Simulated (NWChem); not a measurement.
Program: NWChem. System: isobutane (C₄H₁₀), charge 0, spin multiplicity 1, at a geometry optimised with PBE0/def2-SVP. Level: RHF/def2-TZVP.

Job file:

```
start mol
memory heap 200 mb stack 900 mb global 1100 mb
geometry units angstroms nocenter noautoz
  C      0.251204    -0.688523     1.258893
  C     -0.359250    -0.080580     0.000000
  C      0.251204    -0.688523    -1.258893
  C     -0.226003     1.439065     0.000000
  H      0.125663    -1.782626     1.281168
  H      1.332875    -0.477418     1.311916
  H     -0.211432    -0.279004     2.170794
  H     -1.438545    -0.322637     0.000000
  H      0.125663    -1.782626    -1.281168
  H      1.332875    -0.477418    -1.311916
  H     -0.211432    -0.279004    -2.170794
  H     -0.697072     1.886090    -0.889698
  H     -0.697072     1.886090     0.889698
  H      0.835542     1.739918     0.000000
  symmetry group Cs
end
basis spherical
  * library def2-tzvp
end
scf
  rhf
  nopen 0
  maxiter 100
  thresh 1e-7
  semidirect memsize 60000000 filesize 0
end
task scf energy
```

Output (cleaned and shortened):

```
             Northwest Computational Chemistry Package (NWChem) 7.3.0
             --------------------------------------------------------

                                NWChem Input Module
                                -------------------

 Scaling coordinates for geometry "geometry" by  1.889725989
 (inverse scale =  0.529177249)

 Turning off AUTOSYM since
 SYMMETRY directive was detected!

                             Geometry "geometry" -> ""
                             -------------------------

 Output coordinates in angstroms (scale by  1.889725989 to convert to a.u.)

  No.       Tag          Charge          X              Y              Z
 ---- ---------------- ---------- -------------- -------------- --------------
    1 C                    6.0000     0.25120400    -0.68852300     1.25889300
    2 C                    6.0000    -0.35925000    -0.08058000     0.00000000
    3 C                    6.0000     0.25120400    -0.68852300    -1.25889300
    4 C                    6.0000    -0.22600300     1.43906500     0.00000000
    5 H                    1.0000     0.12566300    -1.78262600     1.28116800
    6 H                    1.0000     1.33287500    -0.47741800     1.31191600
    7 H                    1.0000    -0.21143200    -0.27900400     2.17079400
    8 H                    1.0000    -1.43854500    -0.32263700     0.00000000
    9 H                    1.0000     0.12566300    -1.78262600    -1.28116800
   10 H                    1.0000     1.33287500    -0.47741800    -1.31191600
   11 H                    1.0000    -0.21143200    -0.27900400    -2.17079400
   12 H                    1.0000    -0.69707200     1.88609000    -0.88969800
   13 H                    1.0000    -0.69707200     1.88609000     0.88969800
   14 H                    1.0000     0.83554200     1.73991800     0.00000000

 Effective nuclear repulsion energy (a.u.)     134.4081839709

            Nuclear Dipole moment (a.u.)
            ----------------------------
        X                 Y               Z
 ---------------- ---------------- ----------------
    -0.0000094486    -0.0000018897    -0.0000000000
[...]
     5      3.067327   1 C  s                67      3.067327   3 C  s
    98      3.067189   4 C  s               127     -1.174033   5 H  s
   139     -1.173974   7 H  s               151     -1.174033   9 H  s
   163     -1.173974  11 H  s               169     -1.173893  12 H  s
   175     -1.173893  13 H  s               145     -1.136832   8 H  s

 Vector   19  Occ=0.000000D+00  E= 1.809376D-01  Symmetry=a'
              MO Center= -2.8D-01, -6.3D-02, -4.9D-17, r^2= 8.5D+00
   Bfn.  Coefficient  Atom+Function         Bfn.  Coefficient  Atom+Function
  ----- ------------  ---------------      ----- ------------  ---------------
    36      5.856932   2 C  s               145     -3.466593   8 H  s
     5     -2.118738   1 C  s                67     -2.118738   3 C  s
    98     -2.117691   4 C  s                43     -1.496808   2 C  px
   133      1.107895   6 H  s               157      1.107895  10 H  s
   181      1.107517  14 H  s               106      0.377474   4 C  py

 Vector   20  Occ=0.000000D+00  E= 1.868831D-01  Symmetry=a"
              MO Center=  2.2D-01, -5.5D-01,  5.7D-15, r^2= 1.0D+01
   Bfn.  Coefficient  Atom+Function         Bfn.  Coefficient  Atom+Function
  ----- ------------  ---------------      ----- ------------  ---------------
     5      5.564469   1 C  s                67     -5.564469   3 C  s
   133     -1.847042   6 H  s               157      1.847042  10 H  s
   139     -1.731773   7 H  s               163      1.731773  11 H  s
   127     -1.408808   5 H  s               151      1.408808   9 H  s
    45     -1.320567   2 C  pz                4     -0.559247   1 C  s

 center of mass
 --------------
 x =  -0.01604706 y =  -0.00359526 z =   0.00000000

 moments of inertia (a.u.)
 ------------------
         391.249557850609          35.852743349449           0.000000000000
          35.852743349449         239.441675641488           0.000000000000
           0.000000000000           0.000000000000         231.395634991740

  Mulliken analysis of the total density
  --------------------------------------

    Atom       Charge   Shell Charges
 -----------   ------   -------------------------------------------------------
    1 C    6     6.33   0.85  1.12  0.48  0.66  0.10  1.24  1.38  0.41  0.02  0.06  0.00
    2 C    6     5.93   0.85  1.12  0.46  0.69 -0.11  1.23  1.34  0.18  0.03  0.13  0.01
    3 C    6     6.33   0.85  1.12  0.48  0.66  0.10  1.24  1.38  0.41  0.02  0.06  0.00
    4 C    6     6.33   0.85  1.12  0.48  0.66  0.10  1.24  1.38  0.41  0.02  0.06  0.00
    5 H    1     0.90   0.27  0.50  0.11  0.02
    6 H    1     0.91   0.26  0.50  0.12  0.02
    7 H    1     0.90   0.27  0.50  0.11  0.02
    8 H    1     0.95   0.27  0.52  0.14  0.02
    9 H    1     0.90   0.27  0.50  0.11  0.02
   10 H    1     0.91   0.26  0.50  0.12  0.02
   11 H    1     0.90   0.27  0.50  0.11  0.02
   12 H    1     0.90   0.27  0.50  0.11  0.02
   13 H    1     0.90   0.27  0.50  0.11  0.02
   14 H    1     0.91   0.26  0.50  0.12  0.02

       Multipole analysis of the density wrt the origin
       ------------------------------------------------

     L   x y z        total         open         nuclear
     -   - - -        -----         ----         -------
     0   0 0 0      0.000000      0.000000     34.000000

     1   1 0 0     -0.050786      0.000000     -0.000009
     1   0 1 0     -0.011405      0.000000     -0.000002
     1   0 0 1     -0.000000      0.000000     -0.000000

     2   2 0 0    -21.229590      0.000000     33.037811
     2   1 1 0      0.114863      0.000000    -22.024610
     2   1 0 1     -0.000000      0.000000      0.000000
     2   0 2 0    -21.716071      0.000000    126.295360
     2   0 1 1     -0.000000      0.000000      0.000000
     2   0 0 2    -21.741338      0.000000    131.238711

 Task  times  cpu:       24.5s     wall:       24.5s

 Total times  cpu:       24.5s     wall:       24.5s
```
